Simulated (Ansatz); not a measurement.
ClF, the interaction energy of a dimer with the counterpoise correction

With the Python package of Ansatz (0.2.0).

Notebook, run cell by cell (the value of a cell's last expression is shown):

In [1]:
```python
from dataclasses import dataclass

import ansatz as az
```

In [2]:
```python
@dataclass(frozen=True)
class Settings:
    basis_set: str = "def2-SVP"
    method: str = "MP2"
```

In [3]:
```python
settings = Settings()
```

In [4]:
```python
FIRST = [
    ("F", (0.8143, 0.0, 0.0)),
    ("Cl", (-0.8143, 0.0, 0.0)),
]
SECOND = [
    ("F", (2.4533, 0.7104, -1.5304)),
    ("Cl", (2.9211, -0.3394, -2.6843)),
]

def energy(atoms, ghosts=()):
    molecule = az.Crystal.molecule()
    for symbol, xyz in atoms:
        molecule = molecule.atom(symbol, xyz)
    calc = (
        molecule.calculation()
        .basis(gaussian=settings.basis_set)
        .correlation(settings.method)
    )
    deck = calc.input()
    if ghosts:
        deck = deck.set(az.key.basis.gaussian.ghost_atoms, [{"symbol": s, "position_ang": list(xyz)} for s, xyz in ghosts])
    return az.Session.from_dict(deck).plan().execute().report["free_energy_ev"]
```

In [5]:
```python
# monomers in their own basis and in the basis of the dimer
both = energy(FIRST + SECOND)
alone = energy(FIRST) + energy(SECOND)
ghosted = energy(FIRST, SECOND) + energy(SECOND, FIRST)
print(f"dimer {both:.6f} eV")
print(f"interaction, uncorrected   {96.485332 * (both - alone):8.3f} kJ/mol")
print(f"interaction, counterpoise  {96.485332 * (both - ghosted):8.3f} kJ/mol")
print(f"basis-set superposition    {96.485332 * (alone - ghosted):8.3f} kJ/mol")
```
```text
dimer -30418.504170 eV
interaction, uncorrected      7.740 kJ/mol
interaction, counterpoise    13.629 kJ/mol
basis-set superposition       5.889 kJ/mol
```

Uncorrected it is 7.740 kJ/mol, with the counterpoise correction 13.629 kJ/mol; the difference, 5.89 kJ/mol, is the superposition error. In this basis both values are repulsive.

Reading the output:
- Total energies depend on the basis set; only differences at equal settings carry meaning.
- The dimer is a generated trial pose of unrelaxed monomers, not a minimum, so the figure is no binding energy, and the basis set is small.
- The whole script took 2.9 s on 1 thread of Arm Neoverse N1 (shared host), peak memory 0.16 GiB.
